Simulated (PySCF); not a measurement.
# H2O3S: the cost of one run

Programs: PySCF 2.14.0, with density-fitted response routines of our own. Each step states its level of theory. These are calculated values for one molecule in the gas phase, unless marked as measured. Atoms count from 0, in the outputs and in this text.

## (1) The starting structure

6 atoms, charge 0, multiplicity 1; geometry from: GFN2-xTB. The atoms were then displaced at random by about 0.01 Å, so the start is not that level's minimum.

Bonds of the start (Å): O0–S1 1.42, S1–O2 1.43, S1–O3 1.63, S1–H4 1.38, O3–H5 0.94.

## (2) Geometry optimisation at PBE0-D3(BJ)/def2-SVP

What the job is given:

```
{"job": {"xc": "PBE0", "basis": "def2-SVP", "d3": "d3bj", "grid": 1, "shake": 0.01, "kind": "geom"}, "charge": 0, "multiplicity": 1}
O     -1.048740    -1.218710    -0.622690
S     -0.416780    -0.077240    -0.069200
O     -0.576720     1.230790    -0.625700
O      1.181940    -0.371290     0.101990
H     -0.762010    -0.018340     1.262500
H      1.646460     0.424780    -0.091560
```

Run with:

```console
> OMP_NUM_THREADS=1 python probes_run.py task.json out
```

One launch serves the whole session: the jobs run in the order shown.

**Question.** How long does this first job take on 1 thread of Arm Neoverse V1, shared host, and how much memory does it need?

About 15 s, with a peak of 0.3 GiB.
